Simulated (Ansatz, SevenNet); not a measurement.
For 1T (CdI2-type) TiS2, the machine-learned potential SevenNet-0 (trained on PBE and PBE+U data) gives:

```
Property              Result
-------------------  -------
lattice parameter a  3.419 Å
c axis length        6.796 Å
```

What does HSE06 (plane waves, PAW; Ansatz, an electronic-structure program) give for the same quantities?


- lattice constant a: 3.410 Å (shrinks by 0.3 %)
- lattice parameter c: 6.519 Å (drops by 4.1 %)

For comparison: lattice constant a 3.407 Å (measured, temperature not stated, not corrected to a static lattice; as tabulated in Chianelli et al. (1975), doi:10.1016/0025-5408(75)90100-2); lattice parameter c 5.695 Å (measured, temperature not stated, not corrected to a static lattice; as tabulated in Chianelli et al. (1975), doi:10.1016/0025-5408(75)90100-2).

Changes are worked out from the printed values.

Unless a cell is named, each level is at its own relaxed cell (SevenNet-0 22.93, HSE06 21.88 Å³/atom).

Caveats: the cell comes from a level without a dispersion term, which matters for the spacing of layers, chains or molecules (HSE06); the cell has another shape than the first-principles one, perhaps another minimum in the same group (SevenNet-0). Ansatz's density-functional and Hartree–Fock values are scalar-relativistic unless marked +SOC, with PAW data made under PBE.
